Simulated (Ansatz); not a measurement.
A CCSD(T) single point on C$_{5}$H$_{6}$ (`C=C=C1CC1`).

```yaml
crystal:
  periodic: [false, false, false]
  atoms:
    - {symbol: C, position_ang: [-0.668842, 2.219076, -0.778406]}
    - {symbol: C, position_ang: [-0.310407, 1.036391, -0.363966]}
    - {symbol: C, position_ang: [0.042580, -0.127302, 0.044224]}
    - {symbol: C, position_ang: [-0.333068, -1.494131, 0.426497]}
    - {symbol: C, position_ang: [1.111343, -1.042429, 0.463428]}
    - {symbol: H, position_ang: [-0.932286, 3.005438, -0.078285]}
    - {symbol: H, position_ang: [-0.715206, 2.455026, -1.836758]}
    - {symbol: H, position_ang: [-0.633716, -2.177102, -0.361140]}
    - {symbol: H, position_ang: [-0.848017, -1.633643, 1.371261]}
    - {symbol: H, position_ang: [1.569386, -0.877420, 1.433071]}
    - {symbol: H, position_ang: [1.783632, -1.421003, -0.299427]}
basis:
  gaussian: {orbitals: def2-TZVPP}
correlation: {method: ccsd_t}
output: {orbitals: {seedname: orbitals}}
```

```sh
$ ansatz run in.yaml --threads 2 --pin off --events-out ev --progress --plain --max-ram 4352MiB
```

Output of Ansatz, abridged:

```
Functional definition: HF
1417 factors; integrals over basis functions are off by at most 8.8e-4 eV
mean field evaluation 1: about -5242.5147 eV, gradient 3.3e1 eV
mean field evaluation 2: about -5242.8032 eV, gradient 3.3e1 eV
mean field evaluation 4: about -5246.0066 eV, gradient 4.2e0 eV
mean field evaluation 8: about -5246.0643 eV, gradient 2.6e-1 eV
mean field -5246.06479822 eV, -192.7893254242 hartree, gradient 1.7e-6 eV, S^2 0.000000; 0 other end points of the search recorded, 0 dependent functions left out
5 core orbitals not correlated: weight in the atoms' cores, before any rotation towards them, 1.000 or more for the frozen orbitals, at most 0.000 for the correlated occupied ones
reference -5246.06479822 eV, -192.7893254242 hartree; 13, 13 occupied and 221, 221 virtual orbitals, 1417 factors
second order -21.72659495 eV of doubles, -0.00000000 eV of singles
cycle   1  -21.96374512 eV  change   -2.4e-1 eV  update   1.0e-1
cycle   2  -22.53228498 eV  change   -5.7e-1 eV  update   3.3e-2
cycle   3  -22.66099734 eV  change   -1.3e-1 eV  update   1.6e-2
cycle   4  -22.65651333 eV  change    4.5e-3 eV  update   4.4e-3
cycle   5  -22.65769371 eV  change   -1.2e-3 eV  update   1.7e-3
cycle   6  -22.65813138 eV  change   -4.4e-4 eV  update   4.8e-4
cycle   7  -22.65796597 eV  change    1.7e-4 eV  update   1.6e-4
cycle   8  -22.65797058 eV  change   -4.6e-6 eV  update   5.7e-5
cycle   9  -22.65799399 eV  change   -2.3e-5 eV  update   1.6e-5
perturbative correction -1.10700824 eV, -0.0406818023 hartree
Total energy: -5269.82980045 eV, -193.6626731476 hartree
```

Run time 10 min (2 threads of an Arm Neoverse V1 on a shared host); peak host memory 2 GiB.

MP2 recovers 91.4 % of the CCSD(T) correlation energy and the triples give 4.7 %; T1 = 0.0114.
